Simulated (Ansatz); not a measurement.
# C₄H₄F₂: one species, many methods

An exercise on one series of results from a longer session: the logs are not shown, and one member is left open.

Method: functionals in def2-TZVPP, the program's frozen cores in correlated methods; program: Ansatz 0.2.0, Gaussian basis.

Plan: LDA (SPW92), PBE-D4, revPBE-D4, BLYP-D4, r2SCAN-D4, B97M-V, PBE0-D4, B3LYP-D4, r2SCANh-D4, r2SCAN0-D4, HSE06-D4, BHLYP-D4, CAM-B3LYP-D4, LC-ωPBE, ωB97X-V, ωB97M-V, B2PLYP, PBE-QIDH; CCSD(T)/def2-SVP; CCSD(T)/def2-TZVPP; MP2/def2-QZVPP; extrapolation to the limit; RPA on PBE.

### Structure used throughout

An earlier PBE0-D4 in a triple-zeta def2 set relaxation fixed the geometry.

SMILES `C=C(F)/C=C/F`, 10 atoms, charge 0, spin multiplicity 1.

Atoms are counted from 1 here; the program's logs count them from 0.

Bond lengths: C1–C2 1.327 Å, C1–H7 1.080 Å, C1–H8 1.081 Å, C2–F3 1.345 Å, C2–C4 1.444 Å, C4–C5 1.326 Å, C4–H9 1.083 Å, C5–F6 1.331 Å, C5–H10 1.083 Å. Angles: C2–C1–H7 119.8°, C2–C1–H8 120.9°, H7–C1–H8 119.3°, C1–C2–F3 119.3°, C1–C2–C4 126.7°, F3–C2–C4 114.0°, C2–C4–C5 122.8°, C2–C4–H9 117.5°, C5–C4–H9 119.8°, C4–C5–F6 121.3°, C4–C5–H10 125.6°, F6–C5–H10 113.1°.

The first run:

in.yaml

```yaml
crystal:
  periodic: [false, false, false]
  atoms:
    - {symbol: C, position_ang: [0.239977, -1.812289, 0.472669]}
    - {symbol: C, position_ang: [-0.295397, -0.655185, 0.105138]}
    - {symbol: F, position_ang: [-1.617639, -0.586964, -0.132918]}
    - {symbol: C, position_ang: [0.398944, 0.597194, -0.078877]}
    - {symbol: C, position_ang: [-0.216938, 1.711863, -0.449292]}
    - {symbol: F, position_ang: [0.452961, 2.850683, -0.610086]}
    - {symbol: H, position_ang: [1.301014, -1.876139, 0.666114]}
    - {symbol: H, position_ang: [-0.371230, -2.697077, 0.582425]}
    - {symbol: H, position_ang: [1.467574, 0.606653, 0.097923]}
    - {symbol: H, position_ang: [-1.276166, 1.809960, -0.650396]}
basis:
  gaussian: {orbitals: def2-TZVPP}
hamiltonian: {xc: lda}
output: {orbitals: {seedname: orbitals}}
```

Run with:

```console
$ ansatz run in.yaml --threads 4 --pin off --events-out ev --progress --plain --max-ram 10444MiB
```

Among the steps run: LDA; PBE-D4 (GGA); revPBE-D4 (GGA); BLYP-D4 (GGA); r2SCAN-D4 (meta-GGA); B97M-V (meta-GGA); PBE0-D4 (hybrid); B3LYP-D4 (hybrid); r2SCANh-D4 (hybrid); r2SCAN0-D4 (hybrid); HSE06-D4 (hybrid); BHLYP-D4 (hybrid); CAM-B3LYP-D4 (range-separated); LC-ωPBE (range-separated); ωB97X-V (range-separated); ωB97M-V (range-separated); B2PLYP (double hybrid); PBE-QIDH (double hybrid).

One of the session's tables, all rows but one given; the rest of the session is left out.

It belongs to the step «Frontier levels by functional». 

| functional | HOMO (eV) | gap (eV) |
| --- | --- | --- |
| LDA (SPW92) | -6.09 | 3.92 |
| PBE-D4 | -5.87 | 3.95 |
| revPBE-D4 | -5.79 | 3.97 |
| BLYP-D4 | -5.73 | 3.93 |
| r2SCAN-D4 | -6.06 | 4.29 |
| B97M-V | -6.07 | 4.38 |
| PBE0-D4 | -6.96 | 5.95 |
| B3LYP-D4 | -6.77 | 5.53 |
| r2SCANh-D4 | -6.47 | 5.03 |
| r2SCAN0-D4 | -7.09 | 6.16 |
| HSE06-D4 | -6.57 | 5.18 |
| BHLYP-D4 | -7.92 | 7.95 |
| CAM-B3LYP-D4 | ? | ? |
| LC-ωPBE | -9.54 | 10.74 |
| ωB97X-V | -9.16 | 10.32 |
| ωB97M-V | -9.07 | 10.15 |

Q: Estimate the row for CAM-B3LYP-D4 from the others.

**Answer.** HOMO (eV): -8.24; gap (eV): 8.31. In the column «HOMO (eV)» it lies between ωB97M-V (-9.07) and BHLYP-D4 (-7.92).
